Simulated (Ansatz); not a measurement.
C$_{2}$Cl$_{2}$F$_{2}$ (`F/C(Cl)=C(/F)Cl`). The species carries charge 0 and has multiplicity 1.

Z-matrix (Å, degrees):
```
C
Cl 1 1.693
C 1 1.328 2 123.8
F 1 1.320 2 115.0 3 -180.0
F 3 1.320 1 121.2 2 -0.0
Cl 3 1.693 1 123.8 2 -180.0
```

(1) List the harmonic frequencies (cm⁻¹, unscaled) at PBE0-D4/def2-TZVP in Ansatz. (Best estimate.)

(2) Is this a minimum?

(3) Give the ideal-gas thermochemistry at 298.15 K and 1 bar (rigid rotor, harmonic oscillator; point group C2h, symmetry number 2).

(4) Rotational constants (cm⁻¹)?

## Answers

(1) Ansatz gave: 135, 178, 293, 375, 433, 434, 577, 656, 906, 1220, 1256, 1789.

(2) Yes, all 12 modes are real.

(3) Zero-point energy 49.4 kJ/mol; H(298) − E = 67.1 kJ/mol; entropy 325.9 J/(mol·K), of which translation 169.8, rotation 112.1, vibration 43.9; G(298) − E = -30.1 kJ/mol.

(4) 0.1443, 0.0504, 0.03735.
